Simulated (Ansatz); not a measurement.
`N=C=CCF`. Charge 0, multiplicity 1. Geometry: relaxed with PBE0-D4/def2-TZVP. It is one conformer, not always the lowest.

```xyz
9

N     2.221   -0.283    0.587
C     1.173   -0.091   -0.001
C     0.044   -0.003   -0.654
C    -1.295   -0.065    0.008
F    -1.168   -0.027    1.378
H     2.682    0.544    0.961
H     0.081    0.134   -1.729
H    -1.916    0.783   -0.300
H    -1.822   -0.991   -0.250
```

Task: What is the dipole moment at ωB97M-V/def2-TZVPP? (An estimate is asked.)

Result: The calculation gave: 2.21 D, with components (-0.44, 1.39, -1.66) D in this frame, pointing from negative to positive charge.

Task: And with PBE, r2SCAN, B3LYP? (Best estimate.)

Result: Computed: PBE 2.06 D, r2SCAN 2.14 D, B3LYP 2.22 D.

Task: Give the Mulliken charges with ωB97M-V, r2SCAN, B3LYP in def2-TZVPP. (Best estimate.)

Result: Ansatz gave: 
| atom | ωB97M-V | r2SCAN | B3LYP |
| --- | --- | --- | --- |
| N1 | -0.19 | -0.25 | -0.18 |
| C2 | 0.08 | 0.07 | 0.06 |
| C3 | -0.21 | -0.17 | -0.22 |
| C4 | 0.06 | 0.20 | 0.11 |
| F5 | -0.23 | -0.24 | -0.24 |
| H6 | 0.16 | 0.19 | 0.18 |
| H7 | 0.12 | 0.10 | 0.12 |
| H8 | 0.10 | 0.05 | 0.09 |
| H9 | 0.10 | 0.05 | 0.09 |

B3LYP here is the variant with VWN-RPA as its local correlation; programs differ in this.
